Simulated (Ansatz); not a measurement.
Basis-set series for C$_{2}$H$_{2}$N$_{2}$O$_{2}$. The species carries charge 0 and has multiplicity 1. The bonds changed during the relaxation, so this is another structure than the one it started from. All single points use the PBE0-D4/def2-TZVP geometry. It is one conformer, not always the lowest.

```xyz
8

N     1.0322   -1.0833   -0.1683
C    -0.0682   -0.3394   -0.3956
N    -0.1650    0.7066    0.5547
C    -1.0236    1.5586    0.6457
O    -1.7799    2.4123    0.8280
O    -0.8649   -0.5257   -1.2777
H     1.6536   -0.8690    0.5887
H     1.2159   -1.8601   -0.7757
```

| functional | basis | functions | energy (Eh) | HOMO (eV) | LUMO (eV) |
| --- | --- | --- | --- | --- | --- |
| PBE0-D4 | def2-SVP | 94 | -336.78386 | -8.03 | -0.01 |
| PBE0-D4 | def2-QZVPP | 402 | -337.18880 | -8.28 | -0.36 |
| ωB97M-V | def2-SVP | 94 | -337.04516 | -10.41 | 2.31 |
| ωB97M-V | def2-QZVPP | 402 | -337.45980 | -10.68 | 1.37 |

Problem. Give the rows for def2-TZVPP. (Best estimate.)

Solution. The calculation gave: 
| functional | basis | functions | energy (Eh) | HOMO (eV) | LUMO (eV) |
| --- | --- | --- | --- | --- | --- |
| PBE0-D4 | def2-TZVPP | 214 | -337.17124 | -8.23 | -0.27 |
| ωB97M-V | def2-TZVPP | 214 | -337.44352 | -10.63 | 1.89 |

Positive LUMOs are unbound and depend on the basis.

Results of the Gaussian-basis code of Ansatz.
